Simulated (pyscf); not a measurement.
Four-centre exchange: GeH₃• + NH₃ -> H₂N–GeH₂• + H₂

Gas phase, doublet surface, charge 0. Bonds broken: Ge1–H2, N5–H6. Bonds formed: Ge1–N5, H2–H6. Single points on ωB97X-D3(BJ)/def2-SVP structures (PySCF, gas phase).

Transition state (Å):

```xyz
8

Ge    -1.1436    -0.7394     0.2019
H     -0.6840     1.0848     1.0824
H     -0.8569    -2.1368    -0.4677
H     -2.6074    -0.3718    -0.1477
N     -0.2061     0.5066    -1.0232
H     -0.4009     1.2028     0.0762
H      0.7886     0.3135    -1.1513
H     -0.6246     0.7131    -1.9316
```

One imaginary mode, 1595i cm⁻¹; descent along it reached the two sides named.

```
bond    change  reactant side (Å)  saddle  product side
------  ------  -----------------  ------  ------------
Ge1–H2  breaks              1.541   2.077           4.3
N5–H6   breaks              1.020   1.316           2.8
Ge1–N5   forms                3.0   1.983         1.838
H2–H6    forms                3.0   1.052         0.760
```

Electronic energies relative to the separated reactants (kcal/mol):

| level | barrier | reaction energy | reverse barrier |
|---|---|---|---|
| ωB97X-D3(BJ)/def2-TZVP | 37.8 | +1.2 | 36.5 |
| PBE/def2-TZVP | 31.5 | +1.3 | 30.2 |
| r²SCAN/def2-TZVP | 34.9 | +1.3 | 33.5 |
| B3LYP-D3(BJ)/def2-TZVP | 36.2 | +1.2 | 35.0 |
| PBE0-D3(BJ)/def2-TZVP | 35.3 | +2.8 | 32.5 |
| M06-2X/def2-TZVP | 37.8 | -0.5 | 38.3 |
| ωB97M-D3(BJ)/def2-TZVP | 39.3 | +3.1 | 36.2 |
| HF/def2-TZVP | 59.0 | +7.3 | 51.7 |

With ωB97M-D3(BJ)/def2-TZVP energies and thermal terms (ideal gas, 1 atm, RRHO with modes under 100 cm⁻¹ raised to 100, one conformer, R ln 2 for chiral ones without a mode under 150 cm⁻¹), in kcal/mol:

| T (K) | ΔH‡ | ΔG‡ | ΔH | ΔG |
|---|---|---|---|---|
| 298 | 36.6 | 46.1 | +0.3 | +1.5 |
| 600 | 36.9 | 55.7 | +1.5 | +2.2 |
| 900 | 37.8 | 65.0 | +2.6 | +2.3 |
| 1200 | 38.8 | 73.9 | +3.4 | +2.1 |

The same reactants have a lower exit, to GeH₄ + NH₂• (barrier +28.0 kcal/mol at ωB97M-D3(BJ)/def2-TZVP, against +39.3 kcal/mol here). This is the saddle that the search found; another between the same sides may lie lower. Elements up to Kr have no core potential and no relativistic terms here.
